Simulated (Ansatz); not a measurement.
## [SiH3···H···N], quartet: reading a ladder of total energies

Geometry: a point of a hydrogen-transfer path between rigid fragments, not a stationary point.

```xyz
6

Si   -0.9867    0.0000    0.0000
H    -1.4815    1.3997    0.0000
H    -1.4815   -0.6999    1.2122
H    -1.4815   -0.6999   -1.2122
H     1.0833    0.0000    0.0000
N     2.2203    0.0000    0.0000
```

Basis cc-pVDZ; Ansatz 0.2.0. Only valence electrons are correlated (noble-gas cores frozen), which leaves 13 electrons in 46 orbitals. Prefix R: restricted or restricted open-shell reference; prefix U: unrestricted.

Full CI isn't at hand for all of this; UCCSDT(Q) serves as the reference, and is uncertain by about the last step of the cluster series.

Runs differ by some tens of microhartree through their thresholds and, for an open shell, their frozen cores, so steps under 0.03 kcal/mol mean nothing.

```tsv
level	total energy (hartree)
UHF	-345.576049
UMP2	-345.780795
UCCSD	-345.828222
UCCSD(T)	-345.832912
UCCSDT	-345.833971
UCCSDT(Q)	-345.834196
```

Task: What is the correlation energy at UCCSDT(Q), and what share of it do UMP2 and UCCSD(T) recover?

Result: E(corr) = -345.834196 − (-345.576049) = -0.258147 hartree = -7.025 eV. UMP2: -0.204746 / -0.258147 = 79.31 %. UCCSD(T): -0.256863 / -0.258147 = 99.50 %.

Task: By how many kcal/mol does UCCSD(T) miss UCCSDT(Q) (1 hartree = 627.509 kcal/mol), and which steps make up the rest?

Result: -345.832912 − (-345.834196) = 0.001284 hartree = 0.81 kcal/mol. Steps: UCCSDT − UCCSD(T) = -0.66, UCCSDT(Q) − UCCSDT = -0.14 kcal/mol. Differences between like states or geometries often cancel part of this.
